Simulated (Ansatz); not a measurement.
This Ansatz (a quantum-chemistry and plane-wave program) input (CCSD(T)/cc-pVDZ) gives -76.24102 Eh with 24 basis functions.

Ansatz 0.2 input:
```yaml
crystal:
  periodic: [false, false, false]
  atoms:
    - {symbol: O, position_ang: [0.00702152, 0.00134342, 0.11666744]}
    - {symbol: H, position_ang: [-0.04995842, 0.75929218, -0.47415850]}
    - {symbol: H, position_ang: [-0.00621371, -0.77003954, -0.45918106]}
basis:
  gaussian:
    orbitals: cc-pVDZ
magnetization: {spin_polarized: false}
correlation: {method: ccsd_t, electrons: outside_noble_gas}
```

Change:
```diff
- orbitals: cc-pVDZ
+ orbitals: cc-pVQZ
```

Task: What does the run give now?

Result: -76.35971 Eh (CCSD(T)/cc-pVQZ, 115 functions), a change of -118.69 mEh.
